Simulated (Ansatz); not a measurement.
C3H6O2 can be A, `O[C@@H]1C[C@@H]1O`, or B, `CC=C(O)O`.

Program: Ansatz. Geometries: PBE0-D4/def2-TZVP. ΔE: electronic, gas phase. CCSD(T)/CBS adds triple-zeta CCSD(T) − MP2 to the extrapolated MP2 energy (def2 sets, frozen cores). Functionals use def2-TZVPP. B3LYP here is the variant with VWN-RPA as its local correlation; programs differ in this. Each species was taken in one conformer, which may not be the lowest.

(1) Which isomer does CCSD(T)/CBS put lower? Give the gap. (Best estimate.)

(2) Give E(B) − E(A) in kcal/mol with ωB97M-V, PBE0-D4, B3LYP-D4, MP2/def2-TZVPP, CCSD(T)/def2-TZVPP, PBE-D4, CCSD/def2-TZVPP. (Best estimate.)

Largest T1 diagnostic: 0.011.

Results:

(1) The calculation gave: B, by 20.0 kcal/mol.

(2) The calculation gave: ωB97M-V -19.2, PBE0-D4 -18.8, B3LYP-D4 -22.5, MP2/def2-TZVPP -18.9, CCSD(T)/def2-TZVPP -19.8, PBE-D4 -20.3, CCSD/def2-TZVPP -19.4. None reverses the order clearly.

From PBE to PBE0 (25 % exact exchange), in def2-TZVPP and without D4, E(B) − E(A) moves by +1.6 kcal/mol. In def2-TZVPP, CCSD(T) changes the Hartree–Fock value by +2.6 kcal/mol (the triples alone add −0.4 kcal/mol) and MP2 by +3.6 kcal/mol.
